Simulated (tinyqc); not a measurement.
Inside a calculation. Method: RKS/LDA (PW92) in the sto-6g basis, for H2O, spin multiplicity 1. One step of it, computed by the program tinyqc.

Question. Iteration 1: building the Kohn-Sham matrix. J_ij = sum D_kl (ij|kl); F = H + J + V_xc; E = tr D H + tr D J / 2 + E_xc + E_nn.

D at the start, lower triangle:
```
            1O 1s      1O 2s    1O 2px     1O 2py    1O 2pz     2H 1s     3H 1s
1O 1s    2.138446
1O 2s   -0.483736   2.099438
1O 2px   0.000000   0.000000  1.307528
1O 2py   0.000000   0.000000  0.000000   1.202384
1O 2pz   0.012735  -0.071110  0.000000   0.000000  1.239612
2H 1s   -0.012793   0.050857  0.000000   0.113536  0.072717  0.991078
3H 1s   -0.012793   0.050857  0.000000  -0.113536  0.072717  0.058505  0.991078
```

core Hamiltonian H = T + V (hartree), lower triangle:
```
             1O 1s      1O 2s     1O 2px     1O 2py     1O 2pz      2H 1s      3H 1s
1O 1s   -32.829998
1O 2s    -7.255077  -9.053567
1O 2px    0.000000   0.000000  -7.313923
1O 2py    0.000000   0.000000   0.000000  -7.400382
1O 2pz   -0.014234  -0.166400   0.000000   0.000000  -7.379122
2H 1s    -1.054443  -2.530370   0.000000  -1.432370  -1.287025  -4.309558
3H 1s    -1.054443  -2.530370   0.000000   1.432370  -1.287025  -0.947121  -4.309558
```

Two-electron integrals (ij|kl) in chemists' order, unique and non-zero (hartree):
```
(11|11) 4.787491    (21|11) 0.675884    (21|21) 0.121505    (22|11) 1.117379
(22|21) 0.249212    (22|22) 0.817383    (31|31) 0.025762    (32|31) 0.039145
(32|32) 0.180664    (33|11) 1.117381    (33|21) 0.249212    (33|22) 0.817382
(33|33) 0.880663    (41|41) 0.025762    (42|41) 0.039145    (42|42) 0.180664
(43|43) 0.047461    (44|11) 1.117381    (44|21) 0.249212    (44|22) 0.817382
(44|33) 0.785741    (44|44) 0.880663    (51|51) 0.025762    (52|51) 0.039145
(52|52) 0.180664    (53|53) 0.047461    (54|54) 0.047461    (55|11) 1.117381
(55|21) 0.249212    (55|22) 0.817382    (55|33) 0.785741    (55|44) 0.785741
(55|55) 0.880663    (61|11) 0.103768    (61|21) 0.017894    (61|22) 0.035946
(61|33) 0.035870    (61|41) 0.000663    (61|42) 0.001302    (61|44) 0.036000
(61|51) 0.000576    (61|52) 0.001130    (61|54) 0.000113    (61|55) 0.035968
(61|61) 0.002686    (62|11) 0.272424    (62|21) 0.061709    (62|22) 0.226673
(62|33) 0.222787    (62|41) 0.003748    (62|42) 0.028591    (62|44) 0.229432
(62|51) 0.003255    (62|52) 0.024829    (62|54) 0.005771    (62|55) 0.227798
(62|61) 0.009154    (62|62) 0.081035    (63|31) 0.006584    (63|32) 0.037949
(63|43) 0.005791    (63|53) 0.005029    (63|63) 0.010944    (64|11) 0.155877
(64|21) 0.035784    (64|22) 0.140117    (64|33) 0.133984    (64|41) 0.008441
(64|42) 0.054278    (64|44) 0.149451    (64|51) 0.001612    (64|52) 0.014180
(64|54) 0.008403    (64|55) 0.136914    (64|61) 0.005529    (64|62) 0.060864
(64|64) 0.056074    (65|11) 0.135362    (65|21) 0.031075    (65|22) 0.121676
(65|33) 0.116350    (65|41) 0.001612    (65|42) 0.014180    (65|44) 0.119725
(65|51) 0.007985    (65|52) 0.050263    (65|54) 0.008721    (65|55) 0.128953
(65|61) 0.004801    (65|62) 0.052854    (65|64) 0.039190    (65|65) 0.044977
(66|11) 0.442391    (66|21) 0.102060    (66|22) 0.430605    (66|33) 0.414378
(66|41) 0.007382    (66|42) 0.078730    (66|44) 0.442130    (66|51) 0.006410
(66|52) 0.068369    (66|54) 0.024100    (66|55) 0.435306    (66|61) 0.015255
(66|62) 0.203179    (66|64) 0.173733    (66|65) 0.150868    (66|66) 0.774999
(71|11) 0.103768    (71|21) 0.017894    (71|22) 0.035946    (71|33) 0.035870
(71|41) -0.000663   (71|42) -0.001302   (71|44) 0.036000    (71|51) 0.000576
(71|52) 0.001130    (71|54) -0.000113   (71|55) 0.035968    (71|61) 0.002649
(71|62) 0.008866    (71|64) 0.004914    (71|65) 0.004655    (71|66) 0.014650
(71|71) 0.002686    (72|11) 0.272424    (72|21) 0.061709    (72|22) 0.226673
(72|33) 0.222787    (72|41) -0.003748   (72|42) -0.028591   (72|44) 0.229432
(72|51) 0.003255    (72|52) 0.024829    (72|54) -0.005771   (72|55) 0.227798
(72|61) 0.008866    (72|62) 0.064856    (72|64) 0.033906    (72|65) 0.041194
(72|66) 0.131328    (72|71) 0.009154    (72|72) 0.081035    (73|31) 0.006584
(73|32) 0.037949    (73|43) -0.005791   (73|53) 0.005029    (73|63) 0.008456
(73|73) 0.010944    (74|11) -0.155877   (74|21) -0.035784   (74|22) -0.140117
(74|33) -0.133984   (74|41) 0.008441    (74|42) 0.054278    (74|44) -0.149451
(74|51) -0.001612   (74|52) -0.014180   (74|54) 0.008403    (74|55) -0.136914
(74|61) -0.004914   (74|62) -0.033906   (74|64) -0.009800   (74|65) -0.021113
(74|66) -0.062902   (74|71) -0.005529   (74|72) -0.060864   (74|74) 0.056074
(75|11) 0.135362    (75|21) 0.031075    (75|22) 0.121676    (75|33) 0.116350
(75|41) -0.001612   (75|42) -0.014180   (75|44) 0.119725    (75|51) 0.007985
(75|52) 0.050263    (75|54) -0.008721   (75|55) 0.128953    (75|61) 0.004655
(75|62) 0.041194    (75|64) 0.021113    (75|65) 0.034165    (75|66) 0.090745
(75|71) 0.004801    (75|72) 0.052854    (75|74) -0.039190   (75|75) 0.044977
(76|11) 0.092368    (76|21) 0.021171    (76|22) 0.085168    (76|33) 0.083068
(76|44) 0.084503    (76|51) 0.001688    (76|52) 0.015667    (76|55) 0.087932
(76|61) 0.003111    (76|62) 0.031037    (76|64) 0.020263    (76|65) 0.022767
(76|66) 0.083974    (76|71) 0.003111    (76|72) 0.031037    (76|74) -0.020263
(76|75) 0.022767    (76|76) 0.015368    (77|11) 0.442391    (77|21) 0.102060
(77|22) 0.430605    (77|33) 0.414378    (77|41) -0.007382   (77|42) -0.078730
(77|44) 0.442130    (77|51) 0.006410    (77|52) 0.068369    (77|54) -0.024100
(77|55) 0.435306    (77|61) 0.014650    (77|62) 0.131328    (77|64) 0.062902
(77|65) 0.090745    (77|66) 0.295349    (77|71) 0.015255    (77|72) 0.203179
(77|74) -0.173733   (77|75) 0.150868    (77|76) 0.083974    (77|77) 0.774999
```

nuclear repulsion = 7.48866525 hartree

V_xc (hartree), lower triangle:
```
            1O 1s      1O 2s     1O 2px     1O 2py     1O 2pz      2H 1s      3H 1s
1O 1s   -2.929132
1O 2s   -0.372110  -0.780155
1O 2px   0.000000   0.000000  -0.772978
1O 2py   0.000000   0.000000   0.000000  -0.783484
1O 2pz   0.000429  -0.014648   0.000000   0.000000  -0.784247
2H 1s   -0.058717  -0.213849   0.000000  -0.135565  -0.122290  -0.467479
3H 1s   -0.058717  -0.213849   0.000000   0.135565  -0.122290  -0.077721  -0.467479
```

E_xc = sum of w rho eps_xc = -8.75975669 hartree

Give: Coulomb J; Kohn-Sham matrix F; total energy of this density.

Answer.

Coulomb J (hartree), lower triangle:
```
         1O 1s  1O 2s  1O 2px  1O 2py  1O 2pz  2H 1s  3H 1s
1O 1s   17.167
1O 2s    3.027  7.936
1O 2px   0.000  0.000   7.904
1O 2py   0.000  0.000   0.000   7.958
1O 2pz   0.012  0.139   0.000   0.000   7.946
2H 1s    0.450  2.230   0.000   1.386   1.240  4.548
3H 1s    0.450  2.230   0.000  -1.386   1.240  0.863  4.548
```

Kohn-Sham matrix F (hartree), lower triangle:
```
          1O 1s   1O 2s  1O 2px  1O 2py  1O 2pz   2H 1s   3H 1s
1O 1s   -18.592
1O 2s    -4.600  -1.898
1O 2px    0.000   0.000  -0.183
1O 2py    0.000   0.000   0.000  -0.225
1O 2pz   -0.002  -0.042   0.000   0.000  -0.218
2H 1s    -0.663  -0.515   0.000  -0.182  -0.169  -0.229
3H 1s    -0.663  -0.515   0.000   0.182  -0.169  -0.162  -0.229
```

total energy of this density = -75.83192 hartree

This density is the starting one; it is not idempotent, so its energy is not variational and may lie below the converged one.
